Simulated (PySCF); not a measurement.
methanol cation (CH4O), SMILES CO (connectivity only; charge and spin as stated), charge +1, multiplicity 2. Coordinates come from a PBE-D3(BJ)/def2-TZVP optimisation. The spin state was assumed, not searched.

Calculation: PBE-D3(BJ)/def2-TZVP (PySCF 2.14.0).

Harmonic wavenumbers (cm⁻¹): 150, 870, 989, 1007, 1186, 1188, 1267, 1429, 2553, 2666, 3130, 3448. Rotational constants (GHz): 123.2, 26.57, 24.85; symmetry number 1.

### Question
Work out the zero-point energy and the ideal-gas rigid-rotor harmonic-oscillator thermochemistry at 298.15 K and 1 atm.

### Answer
ZPE = ½ Σ hcν = ½ × 19883 cm⁻¹ = 118.93 kJ/mol. H − E(el) = 131.03 kJ/mol. Entropy in J/(mol K): translation 151.99, rotation 79.16, vibration 13.20, spin 5.76, total 250.11. G − E(el) = 56.46 kJ/mol. Cp = 49.55 J/(mol K). Modes under 150 cm⁻¹ make the vibrational entropy uncertain.
